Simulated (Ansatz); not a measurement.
A made-up structure of Al₂BH₄, doublet:

B1  (-2.083, 0.036, -0.976)
Al2  (-0.240, 0.004, -0.111)
Al3  (2.057, -0.035, 0.963)
H4  (-2.803, -0.922, -0.930)
H5  (0.173, -1.147, -1.015)
H6  (2.989, 1.249, 0.886)
H7  (2.560, -1.344, 1.712)
(Å)

It is relaxed with PBE-D4/def2-SVP and then PBE0-D4/def2-TZVP (Ansatz 0.2.0). Atoms count as bonded within 1.22 times the sum of their covalent radii (H–H: 0.88 Å). The end point is not checked to be a true minimum.

Task: Does its bonding change? (A judgement: the text doesn't fix the answer.)

Result: By the calculation: Yes. Formed: B1–H5; broken: Al2–H5.

Where it ends: The first stage lowers the energy by 1.94 eV in 23 steps. It ends as Al₂BH₄ ([BH2][Al][AlH2]):
```
7
angstrom
B -1.5979 -0.7681 -1.0073
Al 0.1509 -0.3588 -0.0490
Al 2.3306 0.1461 1.1450
H -2.3031 0.1141 -1.4093
H -1.9518 -1.8996 -1.1857
H 2.7814 1.6534 1.3708
H 3.2426 -1.0470 1.6655
```

Labels in which every atom is bracketed show which atoms are joined, not bond orders.

For scale, one of the runs: PBE0-D4/def2-TZVP relaxation, 129 basis functions, launched by `ansatz run in.yaml --threads 2 --pin off --events-out ev --progress --plain --max-ram 4352MiB`. The run took about 20 s on 2 CPU threads of an Arm Neoverse V2 (shared host).
